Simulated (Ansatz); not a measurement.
# Several solutions for singlet NH

```yaml
atoms:
  - { symbol: N, position_ang: [0.0000, 0.0000, 0.0000] }
  - { symbol: H, position_ang: [0.0000, 0.0000, 2.0800] }
```

Basis set: 6-31G (spherical functions). Charge 0, multiplicity 1.

PBE0 (unrestricted) was run from several starts with Ansatz (development build ahead of 0.2.0).

| run | program | start | converged | energy (hartree) | <S²> |
| --- | --- | --- | --- | --- | --- |
| A | Ansatz | atomic start, no search | yes | -54.90620 | 0.00 |
| B | Ansatz | search for the lowest state | yes | -54.99105 | 1.66 |
| C | Ansatz | stability test followed | yes | -54.99105 | 1.66 |

(1) Which runs reached the lowest solution of this kind, and what is wrong with the others?

Results:

(1) B, C reached the lowest solution found. Converged but too high: A by 2.31 eV. Convergence only shows a stationary point, and even a stable one can lie too high; stability tests and further starts are what find lower ones. Caution: charge can spread falsely over distant fragments. Caution: another spin multiplicity may lie lower. Caution: the unrestricted determinant is a mixture of spin states.
